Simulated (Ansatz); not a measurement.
C2H4F2O, SMILES `COC(F)F`. Charge 0, multiplicity 1.

Z-matrix (Å, degrees):
```
C
O 1 1.417
H 1 1.093 2 111.2
H 1 1.096 2 110.9 3 122.1
H 1 1.088 2 106.4 3 -119.3
C 2 1.350 1 113.9 3 -66.8
F 6 1.336 2 107.5 1 -172.4
F 6 1.360 2 111.2 1 70.3
H 6 1.099 2 113.6 1 -50.8
```

Q: Give the diagnostics of a CCSD(T)/def2-TZVPP run (frozen core, Ansatz 0.2.0). (Estimate.)

A: Ansatz gave: T1 = 0.0115, largest single amplitude 0.012, largest double 0.013, (T) share of the correlation energy 3.3 %, 9 CCSD cycles. The RHF solution is stable towards an unrestricted one. T1 lies under the customary mark of 0.02 for closed shells.
